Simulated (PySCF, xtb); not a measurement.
Breaking a bond: H₃N, SMILES N. The N1–H4 bond (N1 also carries H, H; H4 carries nothing else) is stretched with both fragments frozen at the PBE0/def2-TZVP optimised geometry.

Computed with: UKS-B3LYP/6-31G* = unrestricted B3LYP/6-31G*, spherical d in PySCF; GFN1-xTB (xtb); UHF/3-21G = unrestricted Hartree-Fock/3-21G (PySCF 2.14.0); UCCSD(T) = CCSD(T) on UHF/cc-pVTZ, 1 core orbital frozen (PySCF 2.14.0).

Energies relative to the lowest point of each curve near equilibrium, in eV; the last columns give the difference from UCCSD(T):

```
R / Å  UKS-B3LYP/6-31G*  GFN1-xTB  UHF/3-21G  UCCSD(T)  UKS-B3LYP/6-31G* − UCCSD(T)  GFN1-xTB − UCCSD(T)  UHF/3-21G − UCCSD(T)
-----  ----------------  --------  ---------  --------  ---------------------------  -------------------  --------------------
0.82              1.354     1.291      1.312     1.278                        0.076                0.013                 0.034
0.86              0.779     0.719      0.743     0.727                        0.052               -0.008                 0.017
0.91              0.321     0.280      0.296     0.291                        0.030               -0.011                 0.004
0.96              0.081     0.062      0.067     0.068                        0.013               -0.005                -0.001
0.97              0.054     0.039      0.043     0.043                        0.010               -0.004                -0.001
1.01              0.000     0.000      0.000     0.000                        0.000                0.000                 0.000
1.04              0.009     0.017      0.018     0.016                       -0.007                0.001                 0.002
1.07              0.052     0.066      0.071     0.066                       -0.013                0.000                 0.005
1.11              0.152     0.169      0.185     0.173                       -0.021               -0.004                 0.011
1.18              0.412     0.429      0.471     0.446                       -0.034               -0.016                 0.026
1.25              0.740     0.757      0.832     0.785                       -0.045               -0.028                 0.047
1.36              1.324     1.349      1.484     1.380                       -0.056               -0.031                 0.103
1.50              2.091     2.138      2.355     2.152                       -0.061               -0.014                 0.203
1.67              2.969     3.041      2.997     3.017                       -0.048                0.025                -0.019
1.84              3.703     3.836      3.283     3.726                       -0.022                0.110                -0.443
2.02              4.175     4.537      3.411     4.295                       -0.120                0.242                -0.884
2.24              4.478     5.202      3.470     4.675                       -0.197                0.527                -1.205
2.50              4.645     5.756      3.493     4.828                       -0.183                0.928                -1.334
2.75              4.720     6.110      3.502     4.872                       -0.152                1.238                -1.370
3.05              4.762         —      3.509     4.890                       -0.128                    —                -1.381
3.54              4.789         —      3.518     4.901                       -0.111                    —                -1.383
```

UKS-B3LYP/6-31G* is furthest from UCCSD(T) at 2.24 (-0.197 eV, below); its mean absolute difference over the points is 0.066 eV.

GFN1-xTB is furthest from UCCSD(T) at 2.75 (1.238 eV, above); its mean absolute difference over the points is 0.169 eV.

UHF/3-21G is furthest from UCCSD(T) at 3.54 (-1.383 eV, below); its mean absolute difference over the points is 0.404 eV.

A dash means that the run gave no value there, or that the column was ended at a point which the program doubted or which failed a test of continuity chosen for this set; such a test can also cut sound points.

The unrestricted determinant behind UKS-B3LYP/6-31G* is spin-contaminated at 1.84 to 3.54 Å (<S²> up to 1.0, against 0.00 for a pure singlet). The unrestricted determinant behind UHF/3-21G, UCCSD(T) is spin-contaminated at 1.50 to 3.54 Å (<S²> up to 1.0, against 0.00 for a pure singlet).
